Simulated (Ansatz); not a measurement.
We consider hcp Re, described by r²SCAN (Ansatz, a first-principles code, PAW).

Run with plane-wave cutoff 560 eV, 24×24×12 k mesh (along the axes of the cell as run), Fermi–Dirac smearing 0.05 eV, no spin polarisation, scalar-relativistic PAW data made under PBE.

The volume scan:

```json
[
 {"V (Å³/atom)": "14.109", "E − E_lowest (meV/atom)": "30.67", "P (GPa)": "17.33"},
 {"V (Å³/atom)": "14.403", "E − E_lowest (meV/atom)": "7.39", "P (GPa)": "8.20"},
 {"V (Å³/atom)": "14.697", "E − E_lowest (meV/atom)": "0.00", "P (GPa)": "0.00"},
 {"V (Å³/atom)": "14.991", "E − E_lowest (meV/atom)": "6.86", "P (GPa)": "-7.35"},
 {"V (Å³/atom)": "15.285", "E − E_lowest (meV/atom)": "26.52", "P (GPa)": "-13.96"}
]
```

Question: Fit the third-order Birch–Murnaghan equation and give B0 and B′.

Answer: V0 = 14.697 Å³/atom, B0 = 388 GPa, B′ = 4.4 (fit to the energies at full precision).

Shape and atoms are relaxed at each volume.

Measured, for comparison: bulk modulus 369 GPa (zero-point energy and finite temperature contributions removed, our sources range from 369 to 381; as tabulated in doi:10.1021/acs.jctc.3c00612). Computed (rounded) less measured: bulk modulus +5 % (+2 % to +5 % over the range).

Note: the bulk modulus comes from volumes at which shape and atoms were relaxed.

Spin–orbit coupling is not included.

Static lattice: no zero-point or thermal effects.
